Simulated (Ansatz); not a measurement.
System: bcc Fe. Method: LDA (Ansatz, a program for electronic structure, PAW).

Run with plane-wave cutoff 500 eV, 26×26×26 k mesh, Fermi–Dirac smearing 0.1 eV, ferromagnetic start, spin-polarised with parallel moments, scalar-relativistic PAW data made under PBE.

Cell (relaxed at this level):

Fe is modelled in the cubic space group Im-3m (No. 229), the bcc (W type) structure, Pearson symbol cI2. Lattice parameters: a = 2.7509 Å, b = 2.7509 Å, c = 2.7509 Å, α = 90.00°, β = 90.00°, γ = 90.00°. Fe on 2a is coordinated by 8 Fe at 2.382 Å and 6 Fe at 2.751 Å. (Neighbours: up to the widest gap in distance over summed covalent radii, below 1.35, at either atom.)

Q: Estimate the magnetic moment per atom (the cell's total over its atoms) that the calculation returns.

A: 
* **magnetic moment per atom (the cell's total over its atoms)**: 1.99 μB

Moments are spin moments.

It cost very roughly 4 core-minutes of CPU time.
